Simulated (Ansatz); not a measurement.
We consider Se (R-3, No. 148), described by HSE06 (Ansatz, a first-principles code, PAW).

Run with plane-wave cutoff 500 eV, 6×6×6 k mesh, gaussian smearing 0.02 eV, scalar-relativistic PAW data made under PBE.

Cell (relaxed with r²SCAN):

```yaml
crystal:
  lattice:
    - [5.67962, 3.27913, 1.59778]
    - [-5.67962, 3.27913, 1.59778]
    - [0.00000, -6.55826, 1.59778]
  atoms:
    - { symbol: Se, position: [0.84814, 0.72675, 0.09203] }
    - { symbol: Se, position: [0.15186, 0.27325, 0.90797] }
    - { symbol: Se, position: [0.09203, 0.84814, 0.72675] }
    - { symbol: Se, position: [0.90797, 0.15186, 0.27325] }
    - { symbol: Se, position: [0.72675, 0.09203, 0.84814] }
    - { symbol: Se, position: [0.27325, 0.90797, 0.15186] }
```

**Question.** Give the computed band gap.

**Answer.** 
band gap: 2.34 eV (on the SCF k mesh)

Note: the cell comes from a level without a dispersion term, which matters for the spacing of layers, chains or molecules; cell and atoms aren't relaxed at this level (largest force component 0.19 eV/Å, pressure -0.4 GPa).

Spin–orbit coupling is not included.

Cost on a shared machine: around 23 core-minutes (rough).
